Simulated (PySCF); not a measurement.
## How well do the runs reproduce experiment for SiO?

**The experiment to reproduce.**

From Liu, Meijer, Perez-Rios, Phys. Chem. Chem. Phys. 22 (2020) 24191, for the gas: dipole moment 3.0982 D.

The runs below try to reproduce these values; the comparison stands at the end.

Compound: SiO.
Atom-mapped SMILES: `[O+:1]#[Si-:2]`

Geometry (GFN2-xTB, Å), atoms numbered from 1 in this order:
```xyz
2
SiO angstrom
O      0.7557   -0.0032   -0.0025
Si    -0.7529    0.0045   -0.0117
```

Runs made with PySCF (gas phase, on this GFN2-xTB geometry; no spin–orbit coupling):

```tsv
level	job	basis functions	wall time
PBE0/pcSseg-1	shieldings, charges and field gradients	41	1.5 s
```

Hardware: one thread of an Arm Neoverse V1, no GPU, shared host.

## Comparison

**Dipole moment.** Measured: 3.0982 D (Liu, Meijer, Perez-Rios, Phys. Chem. Chem. Phys. 22 (2020) 24191).

| level | computed (D) | computed − measured (D) | % (from the printed values) |
| --- | --- | --- | --- |
| PBE0/pcSseg-1 | 2.864 | -0.234 | -8 |

The computed dipoles belong to one fixed geometry; measured ones are averaged over vibrations unless marked μe. Magnitudes are compared, not signs.

No measured geometry was used, and the causes of the misses weren't examined.
